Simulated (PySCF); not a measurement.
Molecule: SMILES CNCCNC, C$_{4}$H$_{12}$N$_{2}$.

Bonds (- single, = double, # triple, : aromatic): C1-N2, N2-C3, C3-C4, C4-N5, N5-C6. C1 carries H7, H8, H9; N2 carries H10; C3 carries H11, H12; C4 carries H13, H14; N5 carries H15; C6 carries H16, H17, H18.

Frames of a GFN2-xTB Langevin trajectory at 400 K; GIAO PBE0/pcSseg-1 shieldings in PySCF 2.14.0 with density-fitted response routines, gas phase, non-relativistic; equivalent atoms averaged within each frame.

Shifts are taken against calculated references (same method and geometry level): TMS for $^{13}$C (σ = 186.93 ppm), $^{1}$H (σ = 31.72 ppm); NH3 for $^{15}$N (σ = 267.73 ppm). The references are static minima.

How do the shifts (ppm) fluctuate along the trajectory?

Answers


```tsv
time (fs)	C3/C4	C1/C6	N2/N5	H7/H8/H9/H16/H17/H18	H11/H12/H13/H14	H10/H15
250	63.5	44.0	56.0	3.15	2.93	-0.55
425	58.3	40.4	38.7	2.78	2.99	-0.69
625	59.2	35.7	51.2	1.92	2.99	-0.89
800	58.6	45.1	59.6	3.16	2.06	-0.38
1000	57.2	41.7	36.3	2.57	2.65	0.57
mean of frames	59.4	41.4	48.3	2.72	2.72	-0.39
standard deviation	2.4	3.7	10.4	0.51	0.40	0.56
```

5 frames give an uncertainty of the mean of about the standard deviation over 2.2 at best, since frames this close in time may not be independent; classical motion lacks zero-point vibration, and the reference would need the same averaging.
